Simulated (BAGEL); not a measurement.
# One shape, several levels: C2H3F (SMILES C=CF)

Wanted: a comparison of 4 runs (B3LYP/6-31G*, B3LYP/def2-TZVP, PBE0/def2-TZVP, RI-MP2/def2-TZVP) of C2H3F. 

The results are computed with BAGEL 1.2.2.

**1. Starting point**

C2H3F has 6 atoms, charge 0, and is taken as a singlet. SMILES: `C=CF`. The coordinates come from a PBE0-D4/def2-TZVP relaxation.

Bond lengths: C1–C2 1.316 Å, C2–F3 1.336 Å, C1–H4 1.082 Å, C1–H5 1.081 Å, C2–H6 1.084 Å. Angles: C1–C2–F3 122.3°, C1–C2–H6 125.7°, F3–C2–H6 112.0°, C2–C1–H4 121.6°, C2–C1–H5 119.2°, H4–C1–H5 119.2°.

**2. The energy at B3LYP/6-31G(d) (density fitting with qzvpp-jkfit, spherical functions) (run 1)**

Contents of calc.json:

```json
{ "bagel" : [

{
  "title" : "molecule",
  "basis" : "6-31gs.json",
  "df_basis" : "qzvpp-jkfit",
  "angstrom" : true,
  "geometry" : [
    { "atom" : "C", "xyz" : [      -0.536200,       0.076400,      -0.442800 ] },
    { "atom" : "C", "xyz" : [       0.490000,      -0.016300,       0.376600 ] },
    { "atom" : "F", "xyz" : [       0.966200,      -1.192400,       0.795500 ] },
    { "atom" : "H", "xyz" : [      -1.043900,      -0.803300,      -0.816600 ] },
    { "atom" : "H", "xyz" : [      -0.880200,       1.054100,      -0.749700 ] },
    { "atom" : "H", "xyz" : [       1.046100,       0.817400,       0.790700 ] }
  ]
},

{
  "title" : "ks",
  "xc_func" : "b3lyp"
},

{
  "title" : "print",
  "file" : "orbitals.molden",
  "orbitals" : true
}

]}
```

The basis set 6-31G* is read from a file made from the Basis Set Exchange's data (not shown).

Launch:

```
$ BAGEL_NUM_THREADS=1 BAGEL calc.json > calc.out
```

The program printed:

```text
* using 1 threads per process

  ===============================================================
  ===============================================================

  *** Geometry ***

  { "atom" : "C", "xyz" : [     -1.013271,      0.144375,     -0.836771 ] },
  { "atom" : "C", "xyz" : [      0.925966,     -0.030803,      0.711671 ] },
  { "atom" : "F", "xyz" : [      1.825853,     -2.253309,      1.503277 ] },
  { "atom" : "H", "xyz" : [     -1.972685,     -1.518017,     -1.543150 ] },
  { "atom" : "H", "xyz" : [     -1.663337,      1.991960,     -1.416728 ] },
  { "atom" : "H", "xyz" : [      1.976842,      1.544662,      1.494206 ] },

  Number of auxiliary basis functions:      281

  Since a DF basis is specified, we compute 2- and 3-index integrals:
    o Being stored without compression. Storage requirement is 0.005 GB

  Number of basis functions:       48
  Number of electrons      :       24

    * METHOD: MOLECULE                             0.05

  *** Kohn-Sham DFT ***

    * Removing 9303 points whose weight is below 1.00e-10
    * Grid points: 80133

  === Nuclear Repulsion ===
    67.7932978193

       - DIIS with orbital gradients will be used.

  === KS iteration (b3lyp / 6-31gs.json) ===
      0       -156.28835998          0.18125575           0.12
      1       -133.97517911          0.22680932           0.09
      2       -141.77010676          0.29573357           0.08
      3       -163.96098163          0.18366821           0.08
      4       -176.28282888          0.08870937           0.08
      5       -177.41855303          0.04653242           0.08
      6       -177.33629146          0.05059903           0.08
      7       -177.80754463          0.00746030           0.08
      8       -177.81270326          0.00510974           0.08
      9       -177.81657746          0.00104517           0.08
     10       -177.81677749          0.00017851           0.08
     11       -177.81677808          0.00017427           0.08
     12       -177.81678258          0.00002976           0.08
     13       -177.81678271          0.00000705           0.08
     14       -177.81678272          0.00000073           0.08
     15       -177.81678272          0.00000037           0.08
     16       -177.81678272          0.00000011           0.08
     17       -177.81678272          0.00000001           0.08
    * SCF iteration converged.

    * Permanent dipole moment:
           (    0.124128,    -0.439298,     0.113638) a.u.

    * METHOD: KS                                   1.76

    * METHOD: PRINT                                0.00

  ===============================================================
```

Run time: 2 s. Hardware: 1 thread of Arm Neoverse V2, shared host; peak memory 0.2 GiB.

**3. A single-point energy at B3LYP/def2-TZVP (density fitting with qzvpp-jkfit) (run 2)**

Contents of input.json:

```json
{ "bagel" : [

{
  "title" : "molecule",
  "basis" : "def2-tzvp.json",
  "df_basis" : "qzvpp-jkfit",
  "angstrom" : "true",
  "geometry" : [
    { "atom" : "C", "xyz" : [      -0.536200,       0.076400,      -0.442800 ] },
    { "atom" : "C", "xyz" : [       0.490000,      -0.016300,       0.376600 ] },
    { "atom" : "F", "xyz" : [       0.966200,      -1.192400,       0.795500 ] },
    { "atom" : "H", "xyz" : [      -1.043900,      -0.803300,      -0.816600 ] },
    { "atom" : "H", "xyz" : [      -0.880200,       1.054100,      -0.749700 ] },
    { "atom" : "H", "xyz" : [       1.046100,       0.817400,       0.790700 ] }
  ]
},

{
  "title" : "ks",
  "xc_func" : "b3lyp"
},

{
  "title" : "print",
  "file" : "orbitals.molden",
  "orbitals" : "true"
}

]}
```

The basis set def2-TZVP is read from a file made from the Basis Set Exchange's data (not shown).

Launch:

```
$ BAGEL_NUM_THREADS=1 BAGEL input.json > input.out
```

The program printed:

```text
* using 1 threads per process

  ===============================================================
  ===============================================================

  *** Geometry ***

  { "atom" : "C", "xyz" : [     -1.013271,      0.144375,     -0.836771 ] },
  { "atom" : "C", "xyz" : [      0.925966,     -0.030803,      0.711671 ] },
  { "atom" : "F", "xyz" : [      1.825853,     -2.253309,      1.503277 ] },
  { "atom" : "H", "xyz" : [     -1.972685,     -1.518017,     -1.543150 ] },
  { "atom" : "H", "xyz" : [     -1.663337,      1.991960,     -1.416728 ] },
  { "atom" : "H", "xyz" : [      1.976842,      1.544662,      1.494206 ] },

  Number of auxiliary basis functions:      281

  Since a DF basis is specified, we compute 2- and 3-index integrals:
    o Being stored without compression. Storage requirement is 0.028 GB

  Number of basis functions:      111
  Number of electrons      :       24

    * METHOD: MOLECULE                             0.09

  *** Kohn-Sham DFT ***

    * Removing 9303 points whose weight is below 1.00e-10
    * Grid points: 80133

  === Nuclear Repulsion ===
    67.7932978193

       - DIIS with orbital gradients will be used.

  === KS iteration (b3lyp / def2-tzvp.json) ===
      0       -146.23964740          0.17303406           0.26
      1       -130.55588820          0.16609772           0.26
      2       -140.91894713          0.25253457           0.26
      3       -161.63844988          0.13413245           0.26
      4       -176.41420270          0.06046488           0.26
      5       -177.47672536          0.03397806           0.24
      6       -177.63927383          0.02533170           0.23
      7       -177.88492346          0.00814975           0.22
      8       -177.90099536          0.00367288           0.23
      9       -177.90558760          0.00056088           0.23
     10       -177.90569277          0.00011642           0.22
     11       -177.90569562          0.00006375           0.23
     12       -177.90569697          0.00001537           0.23
     13       -177.90569705          0.00000273           0.22
     14       -177.90569705          0.00000055           0.22
     15       -177.90569705          0.00000036           0.24
     16       -177.90569705          0.00000006           0.26
     17       -177.90569705          0.00000002           0.26
     18       -177.90569705          0.00000001           0.26
    * SCF iteration converged.

    * Permanent dipole moment:
           (    0.158548,    -0.486459,     0.142607) a.u.

    * METHOD: KS                                   4.97

    * METHOD: PRINT                                0.02

  ===============================================================
```

Run time: 5.4 s. Hardware: 1 thread of Arm Neoverse V2, shared host; peak memory 0.4 GiB.

Run 3 isn't shown in full; the table further down has it.

**4. A single-point energy at RI-MP2/def2-TZVP (density fitting with qzvpp-jkfit) (run 4)**

Contents of input.json:

```json
{ "bagel": [

{
  "title": "molecule",
  "basis": "def2-tzvp.json",
  "df_basis": "qzvpp-jkfit",
  "angstrom": "true",
  "geometry": [
    { "atom": "C", "xyz": [      -0.536200,       0.076400,      -0.442800 ] },
    { "atom": "C", "xyz": [       0.490000,      -0.016300,       0.376600 ] },
    { "atom": "F", "xyz": [       0.966200,      -1.192400,       0.795500 ] },
    { "atom": "H", "xyz": [      -1.043900,      -0.803300,      -0.816600 ] },
    { "atom": "H", "xyz": [      -0.880200,       1.054100,      -0.749700 ] },
    { "atom": "H", "xyz": [       1.046100,       0.817400,       0.790700 ] }
  ]
},

{ "title": "hf" },

{ "title": "mp2", "ncore": 3 }

]}
```

The basis set def2-TZVP is read from a file made from the Basis Set Exchange's data (not shown).

Launch:

```
$ BAGEL_NUM_THREADS=1 BAGEL input.json > input.out
```

The program printed:

```text
* using 1 threads per process

  ===============================================================
  ===============================================================

  *** Geometry ***

  { "atom" : "C", "xyz" : [     -1.013271,      0.144375,     -0.836771 ] },
  { "atom" : "C", "xyz" : [      0.925966,     -0.030803,      0.711671 ] },
  { "atom" : "F", "xyz" : [      1.825853,     -2.253309,      1.503277 ] },
  { "atom" : "H", "xyz" : [     -1.972685,     -1.518017,     -1.543150 ] },
  { "atom" : "H", "xyz" : [     -1.663337,      1.991960,     -1.416728 ] },
  { "atom" : "H", "xyz" : [      1.976842,      1.544662,      1.494206 ] },

  Number of auxiliary basis functions:      281

  Since a DF basis is specified, we compute 2- and 3-index integrals:
    o Being stored without compression. Storage requirement is 0.028 GB

  Number of basis functions:      111
  Number of electrons      :       24

    * METHOD: MOLECULE                             0.10

  *** RHF ***

  === Nuclear Repulsion ===
    67.7932978193

      * DIIS with orbital gradients will be used.

  === RHF iteration (def2-tzvp.json) ===
      0       -176.80714834          0.01956545           0.02
      1       -176.92375381          0.01020437           0.02
      2       -176.95942019          0.00206186           0.02
      3       -176.96125522          0.00070639           0.02
      4       -176.96146038          0.00014399           0.02
      5       -176.96147568          0.00004577           0.02
      6       -176.96147772          0.00003200           0.02
      7       -176.96147834          0.00000582           0.02
      8       -176.96147838          0.00000155           0.02
      9       -176.96147838          0.00000081           0.02
     10       -176.96147838          0.00000027           0.02
     11       -176.96147838          0.00000009           0.02
     12       -176.96147838          0.00000003           0.02
     13       -176.96147838          0.00000001           0.02
    * SCF iteration converged.

    * Permanent dipole moment:
           (    0.188593,    -0.566079,     0.169217) a.u.

    * METHOD: HF                                   0.41

  *** RHF ***

  === Nuclear Repulsion ===
    67.7932978193

      * DIIS with orbital gradients will be used.

  === RHF iteration (def2-tzvp.json) ===
      0       -176.96147838          0.00000000           0.02
    * SCF iteration converged.

    * Permanent dipole moment:
           (    0.188593,    -0.566080,     0.169218) a.u.

  === DF-MP2 calculation ===

    * freezing 3 orbitals
    * 3-index integral transformation done
    * assembly done

      MP2 correlation energy:   -0.5641358354      0.02

      MP2 total energy:       -177.5256142145

    * METHOD: MP2                                  0.08

  ===============================================================
```

Run time: 0.76 s. Hardware: 1 thread of Arm Neoverse V2, shared host.

**5. Overview of the runs**

```
run                                                                 level  frozen core orbitals  energy (Eh)  dipole moment (D)  HOMO energy (eV)  LUMO energy (eV)  wall time
  1  B3LYP/6-31G* (density fitting with qzvpp-jkfit, spherical functions)                     –  -177.816783               1.20             -7.08              0.69        2 s
  2                    B3LYP/def2-TZVP (density fitting with qzvpp-jkfit)                     –  -177.905697               1.35             -7.52             -0.01      5.4 s
  3                     PBE0/def2-TZVP (density fitting with qzvpp-jkfit)                     –  -177.705820               1.34             -7.75              0.27      5.7 s
  4                   RI-MP2/def2-TZVP (density fitting with qzvpp-jkfit)                     3  -177.525614                  –                 –                 –     0.76 s
```

**6. What came out**

| quantity | value |
| --- | --- |
| run 4: total energy | -177.52561 Eh |
| run 4: correlation energy (3 core orbitals frozen) | -564.1 mEh |

In words: Over runs 1, 2, 3 the dipole moment (its size) runs from 1.20 D (B3LYP/6-31G*) to 1.35 D (B3LYP/def2-TZVP). Over runs 1, 2, 3 the HOMO–LUMO gap runs from 7.51 eV (B3LYP/def2-TZVP) to 8.02 eV (PBE0/def2-TZVP). Totals of different functionals can't be ranked against each other. All runs together took 14 s, the longest 5.7 s.
